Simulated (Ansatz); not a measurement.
## Spin states of AsH⁺, each at its own bond length

Ansatz 0.2.0, basis cc-pVTZ; geometries are PBE0/def2-TZVP minima. Wave-function levels freeze the cores with the filled d shells of p-block atoms; HF, MP2 and coupled cluster are restricted for singlets and unrestricted otherwise, restricted open-shell where a d shell is frozen, Kohn–Sham unrestricted where that lies lower. The reference is full CI, exact within the basis. Semilocal and hybrid functionals correlate all electrons outside any core potential and usually lie nearer their basis limit than the reference, so part of their error here is the reference's basis and frozen-core error; RPA and the MP2 part of double hybrids freeze the same cores as the reference. None of these values is a measured one. Energies are electronic, without zero-point terms. No spin–orbit coupling and no scalar relativity. The species are chosen: bound, without strong static correlation by their natural occupations or amplitudes, and with a ladder that closes on the reference, so errors are smaller than for species at large; levels whose determinant breaks symmetry or spin markedly are left out.

A. doublet; As–H 1.535. Coordinates (Å): As 0.000 0.000 0.000; H 0.000 0.000 1.535
B. quartet; As–H 1.641. Coordinates (Å): As 0.000 0.000 0.000; H 0.000 0.000 1.641

**Question.** From bonding and spin, estimate the order of these in energy at full CI, each at its own geometry.

**Answer.** At full CI, above the lowest of those listed: A (0.0 kcal/mol), B (40.0 kcal/mol).

```csv
level,B less A (kcal/mol)
full CI,40.0
HF,28.2
MP2,36.7
CCSD,40.2
CCSD(T),40.1
CCSDT,40.0
PBE,41.3
B3LYP,45.5
wB97M-V,44.6
RPA-PBE,46.2
```

Every level shown puts the same form lowest.

The geometries are PBE0's, not this basis's own minima.
